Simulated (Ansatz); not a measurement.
Ideal-gas functions of HNO, SMILES `N=O` at 800 K and 1 bar, from an Ansatz frequency run at PBE0-D4/def2-TZVP.

Molar mass 31.01 g/mol, point group Cs (symmetry number 1), electronic degeneracy 1, moments of inertia 0.901, 11.593, 12.494 u Å². Harmonic wavenumbers (cm⁻¹, unscaled): 1578, 1725, 2878.

Use S(trans) = R[1.5 ln M + 2.5 ln T − 1.1517]; rotational temperatures θ = 24.2544 K / I; S(rot) = R[ln(√π/σ · √(T³/θAθBθC)) + 1.5]; for each mode x = 1.438777 ν̃/T, S = R[x/(eˣ − 1) − ln(1 − e⁻ˣ)] and H = RT x/(eˣ − 1); 1 cm⁻¹ = 0.0119627 kJ/mol; R = 8.31446 J/(mol·K).

By hand: the entropy, in J/(mol·K).

Translation 172.2. Rotation: θ = 26.9194, 2.0922, 1.9413 K, giving 81.1. Vibration, mode by mode: 1.97, 1.60, 0.29, in all 3.9. Electronic 0.0. Sum 257.2 J/(mol·K).

By hand: H − E and G − E in kJ/mol, counted from the electronic energy.

Zero-point energy ½ × 6181 × 0.0119627 = 37.0; thermal vibration 2.3; translation, rotation and pV give 4 RT = 26.6. H − E = 65.9 kJ/mol, and G − E = 65.9 − 800 × 257.2/1000 = -139.9 kJ/mol.

Vibration gives 2 % of the entropy.
